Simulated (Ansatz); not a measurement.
`[SiH3]S` + `[SiH3]`• → `[SiH2]S`• + SiH₄  (hydrogen abstraction from the Si–H bond)

Isolated molecules relaxed with PBE0-D4/def2-TZVP in Ansatz; ΔE leaves out vibrations. CBS: MP2 limit from def2 TZ/QZ plus the TZ coupled-cluster correction, frozen cores. This one scheme is used for every species. DFT in def2-TZVPP. No spin–orbit coupling; open shells (•) take unrestricted orbitals.

```
   species  BLYP energy (Eh)
 `[SiH3]S`        -690.11406
 `[SiH3]`•        -291.22850
`[SiH2]S`•        -689.47356
      SiH₄        -291.87502
```

Task: Work out ΔE.

Result: ΔE = (-689.47356) + (-291.87502) − (-690.11406) − (-291.22850) = -0.00602 Eh = -3.8 kcal/mol. CCSD(T)/CBS gives -1.8 kcal/mol.

Task: What do rigid-rotor, harmonic-oscillator terms from PBE0-D4/def2-TZVP frequencies (298.15 K, 1 bar) make of the CCSD(T)/CBS value? (Estimate.)

Result: Ansatz gave: ΔZPE = +0.3 kcal/mol, ΔH = -1.6 kcal/mol, ΔS = -12 J/(mol·K), ΔG = -0.8 kcal/mol. Open shells count their whole term as degenerate.

Largest T1 diagnostic among the species: 0.016.

From PBE to PBE0 (25 % exact exchange), in def2-TZVPP and without D4, ΔE moves by +0.8 kcal/mol. Leaving LDA and LC-ωPBE aside and taking each functional with its dispersion term where it has one, the values, not all of them listed here, spread over 2.1 kcal/mol, from BLYP-D4 to PBE-QIDH.
